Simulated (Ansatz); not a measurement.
A calculation on zinc-blende GaSb returned lattice constant a 6.216 Å, bulk modulus 44.3 GPa.

For reference: lattice constant a 6.096 Å (measured, 300 K, not corrected to a static lattice; as tabulated in Vurgaftman et al. (2001), doi:10.1063/1.1368156); bulk modulus 57 GPa (measured, temperature not stated, no zero-point or thermal correction; as tabulated in Toher et al. (2017), arXiv:1611.05714).

Task: Which level of theory produced these numbers?
A) PBE+SOC (Ansatz (a quantum-chemistry and plane-wave program))
B) BLYP (Ansatz)
C) r²SCANh (Ansatz)
D) PBE-D4 (Ansatz)

Result: A, PBE+SOC (Ansatz)

The others give: PBE-D4 6.111 Å, 51.9 GPa; r²SCANh 6.116 Å, 56.0 GPa; BLYP 6.352 Å, 35.6 GPa.

Unless a cell is named, each level is at its own relaxed cell (BLYP 32.04, PBE+SOC 30.02, PBE-D4 28.52, r²SCANh 28.59 Å³/atom).

Caveats: the cell is over a tenth larger than the published one: the level's own overestimate first of all, though another phase or state, or a fault of the published cell, is possible (BLYP). Ansatz's density-functional and Hartree–Fock values are scalar-relativistic unless marked +SOC, with PAW data made under PBE.
